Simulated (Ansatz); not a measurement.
# CH3N: the cost of one run

Program: Ansatz 0.2.0. Level of theory: the levels named in each step. These are calculated values, not measurements.

### Step 1. The starting structure

Bond lengths: C1–N2 1.248 Å, C1–H3 1.083 Å, C1–H4 1.096 Å, N2–H5 1.020 Å. Angles: C1–N2–H5 115.6°, N2–C1–H3 117.6°, N2–C1–H4 126.5°, H3–C1–H4 115.8°.

As a file:

```xyz
5

C    -0.5754    0.2340    0.0180
N     0.5573   -0.2897   -0.0222
H    -1.4352   -0.4232   -0.0335
H    -0.7970    1.3040    0.1008
H     1.3444    0.3568    0.0277
```

### Step 2. A rough first relaxation, PBE-D4/def2-SVP

input.yaml reads:

```yaml
crystal:
  periodic: [false, false, false]
  atoms:
    - { symbol: C, position_ang: [-0.57536, 0.23401, 0.01797] }
    - { symbol: "N", position_ang: [0.55725, -0.28972, -0.02224] }
    - { symbol: H, position_ang: [-1.43522, -0.42322, -0.03354] }
    - { symbol: H, position_ang: [-0.79695, 1.30396, 0.10077] }
    - { symbol: H, position_ang: [1.34444, 0.35678, 0.02768] }
magnetization:
  spin_polarized: true
  initial_magnetization: 1
total_charge: 1
basis:
  gaussian: { orbitals: def2-SVP }
hamiltonian:
  xc: pbe
  dispersion: d4
relax:
  f_tol: 0.03
  max_steps: 200
```

On the command line:

```sh
> ansatz run input.yaml --threads 2 --pin off --max-ram 5120MiB --backend cpu --events-out ev --progress --plain --runs-dir out
```

Q: Estimate wall time and peak memory on 2 threads of Intel Xeon at 2.50GHz (Skylake/Cascade Lake), shared host.

About 21 s, with a peak of 0.12 GiB.
